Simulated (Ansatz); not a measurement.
A calculation on rock-salt NaF returned elastic constant C11 101 GPa, elastic constant C44 28.8 GPa, Voigt–Reuss–Hill shear modulus 32.5 GPa.

For reference: elastic constant C11 108 GPa (measured, 4 K, zero-point motion not removed; as tabulated in X. Wang et al., RSC Advances (2016)); elastic constant C44 29.0 GPa (measured, 4 K, zero-point motion not removed; as tabulated in X. Wang et al., RSC Advances (2016)).

Task: Which level of theory produced these numbers?
A) r²SCAN0 (Ansatz (a first-principles code))
B) HSE06 (Ansatz)
C) PBE (Ansatz)
D) r²SCANh (Ansatz)

Result: B, HSE06 (Ansatz)

The others give: r²SCANh 120 GPa, 29.3 GPa, 36.0 GPa; r²SCAN0 123 GPa, 30.0 GPa, 36.8 GPa; PBE 90.0 GPa, 26.8 GPa, 29.5 GPa.

Unless a cell is named, each level is at its own relaxed cell (HSE06 12.47, PBE 12.99, r²SCAN0 11.89, r²SCANh 12.03 Å³/atom).

Ansatz's density-functional and Hartree–Fock values are scalar-relativistic unless marked +SOC, with PAW data made under PBE.
